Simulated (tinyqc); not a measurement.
Starting guesses with plain Roothaan steps: SCF starting guesses in the sto-3g basis, for H2O+, spin multiplicity 2. Computed by the program tinyqc with PySCF. Command: `OMP_NUM_THREADS=1 python tinyqc.py 111256 111257 out.jsonl`; one thread of a shared host (Intel(R) Xeon(R) Processor @ 2.60GHz), about 1 s.

Geometry (angstrom):

| atom | x | y | z |
|---|---|---|---|
| O | 0.0000 | 0.0000 | 0.0000 |
| H | 0.0000 | 1.0020 | 0.7150 |
| H | 0.0000 | -1.0020 | 0.7150 |

lowest solution found by these runs and by PySCF with stability checks = -74.618424 hartree

UHF with one setting changed at a time; a run stops when the energy changes by less than 1e-09 hartree and the error matrix is below 1e-5. Starts: the lowest orbitals of the core Hamiltonian, of the Wolfsberg-Helmholz matrix (K = 1.75), projected atomic densities, random orbitals, and the highest orbitals of the core Hamiltonian (a deliberately bad start).

Largest element of the error matrix X^T (FDS - SDF) X:

| iteration | core | Wolfsberg-Helmholz | atomic densities | random | highest core orbitals |
|---|---|---|---|---|---|
| 1 | 2.1e-01 | 1.6e-01 | 3.6e-01 | 4.7e+00 | 1.8e-01 |
| 2 | 4.5e-02 | 5.7e-02 | 1.2e-01 | 2.2e-01 | 2.1e-01 |
| 3 | 1.5e-02 | 1.6e-02 | 2.2e-02 | 4.8e-02 | 4.4e-02 |
| 4 | 6.8e-03 | 5.9e-03 | 9.2e-03 | 2.9e-02 | 1.6e-02 |
| 5 | 4.7e-03 | 4.7e-03 | 4.5e-03 | 2.5e-02 | 1.3e-02 |
| 6 | 3.4e-03 | 3.7e-03 | 3.7e-03 | 2.2e-02 | 1.1e-02 |
| 8 | 2.1e-03 | 2.4e-03 | 2.4e-03 | 1.7e-02 | 6.9e-03 |
| 10 | 1.4e-03 | 1.7e-03 | 1.7e-03 | 1.4e-02 | 4.4e-03 |
| 14 | 7.0e-04 | 7.9e-04 | 8.1e-04 | 8.4e-03 | 1.7e-03 |
| 20 | 2.3e-04 | 2.6e-04 | 2.6e-04 | 4.0e-03 | 4.0e-04 |
| 30 | 3.5e-05 | 4.0e-05 | 4.1e-05 | 1.1e-03 | 3.4e-05 |
| 45 | - | - | - | 1.6e-04 | - |
| 60 | - | - | - | 2.4e-05 | - |

How each run ends:

| run | iterations | E (hartree) | state |
|---|---|---|---|
| core | 39 | -74.61842 | lowest found |
| Wolfsberg-Helmholz | 40 | -74.61842 | lowest found |
| atomic densities | 40 | -74.61842 | lowest found |
| random | >60 | -74.61842 | falls steadily but slowly, by a factor of about 0.88 a step |
| highest core orbitals | 36 | -74.40740 | higher |

3 of 5 runs reach the lowest solution found, in 39 to 40 iterations (fastest: core). Ending on a higher stationary point: highest core orbitals; a small error matrix cannot reveal that, and an occupation fixed by the start is kept by symmetry or by the shape of the basin. Not converged: random. The first errors are 2e-01, 2e-01, 4e-01, 5e+00, 2e-01.
